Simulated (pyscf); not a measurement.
# Four-centre exchange: `[SiH4]` + `[CH]#[CH]` → `[SiH4]` + `[CH]#[CH]`

Gas phase, singlet surface, charge 0. Bonds broken: Si1–H8, H2–C6. Bonds formed: Si1–H2, C6–H8. PySCF, gas phase, ωB97X-D3(BJ)/def2-SVP geometries. MP2 and CC: frozen core, UHF for open shells. ΔMP2 is the change of the MP2 total energy from the triple- to the quadruple-zeta basis.

Transition state (Å):

```xyz
9

Si    -1.9841    -0.8786    -0.0757
H     -0.3916     0.2405     0.5644
H     -0.7551    -1.6580    -0.2784
H     -2.3977     0.5302    -0.0177
H     -3.1565    -1.7838     0.1355
C      0.0686     0.7063    -0.4424
C      1.0415     1.4580    -0.6158
H     -0.6987     0.2238    -1.2301
H      1.8852     2.1097    -0.7656
```

One imaginary mode, 917i cm⁻¹; descent along it reached the two sides named.

```
bond    change  reactant side (Å)  saddle  product side
------  ------  -----------------  ------  ------------
Si1–H8  breaks              1.490   2.049           3.9
H2–C6   breaks              1.077   1.201           3.6
Si1–H2   forms                3.9   2.049         1.490
C6–H8    forms                3.6   1.201         1.077
```

Electronic energies relative to the separated reactants (kcal/mol):

```tsv
level	barrier	reaction energy	reverse barrier
ωB97X-D3(BJ)/def2-TZVP	88.9	0.0	88.9
PBE/def2-TZVP	63.8	0.0	63.8
r²SCAN/def2-TZVP	70.2	0.0	70.2
B3LYP-D3(BJ)/def2-TZVP	76.4	0.0	76.4
PBE0-D3(BJ)/def2-TZVP	73.0	0.0	73.0
M06-2X/def2-TZVP	83.5	0.0	83.5
ωB97M-D3(BJ)/def2-TZVP	86.1	0.0	86.1
HF/def2-TZVP	118.7	0.0	118.7
MP2/def2-QZVPP	79.3	0.0	79.3
CCSD/def2-TZVPP	88.4	0.0	88.4
CCSD(T)/def2-TZVPP	80.0	0.0	80.0
CCSD(T)/def2-TZVPP + ΔMP2(QZVPP)	79.5	0.0	79.5
```

With CCSD(T)/def2-TZVPP + ΔMP2(QZVPP) energies and thermal terms (ideal gas, 1 atm, RRHO with modes under 100 cm⁻¹ raised to 100, one conformer, R ln 2 for rigid chiral ones), in kcal/mol:

```
T (K)   ΔH‡    ΔG‡   ΔH   ΔG
-----  ----  -----  ---  ---
298    78.2   86.5  0.0  0.0
600    78.3   94.8  0.0  0.0
900    78.6  103.0  0.0  0.0
1200   79.1  111.1  0.0  0.0
```

The same reactants have a lower exit, to H₂C=CH–SiH₃ (barrier +50.5 kcal/mol at ωB97M-D3(BJ), against +86.1 kcal/mol here). This is the saddle that the search found; another between the same sides may lie lower. A restricted solution here is unstable towards spin polarisation, so biradical character is likely and single-reference numbers are less safe. The CCSD(T) − MP2 part came from Ansatz, without density fitting, on the same reference.
